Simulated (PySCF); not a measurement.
dichloromethane cation (CH2Cl2), SMILES ClCCl (connectivity only; charge and spin as stated), charge +1, multiplicity 2.

Coordinates come from a PBE-D3(BJ)/def2-TZVP optimisation. The spin state was assumed, not searched.

Level of theory: TDA-M06-2X/def2-SVPD in PySCF.

Vertical excitations. Gas-phase values at a fixed geometry.

```tsv
state	energy (eV)	λ (nm)	f	main pairs
root 1	0.49	2524	0.000	β HOMO−1→LUMO 100 %
root 2	0.77	1608	0.000	β HOMO−2→LUMO 100 %
root 3	1.69	735	0.106	β HOMO→LUMO 94 %
root 4	4.30	288	0.000	β HOMO−3→LUMO 99 %
root 5	4.78	259	0.000	β HOMO−4→LUMO 99 %
root 6	5.54	224	0.038	β HOMO−5→LUMO 96 %
root 7	6.93	179	0.000	β HOMO→LUMO+1 92 %
root 8	7.15	173	0.000	α HOMO−1→LUMO 39 %, β HOMO−1→LUMO+1 47 %
root 9	7.32	169	0.000	α HOMO−2→LUMO 34 %, α HOMO−1→LUMO+1 6 %, β HOMO−2→LUMO+1 46 %, β HOMO−1→LUMO+2 8 %
root 10	7.44	167	0.000	α HOMO→LUMO 87 %
```
Unrestricted roots are not spin-pure.
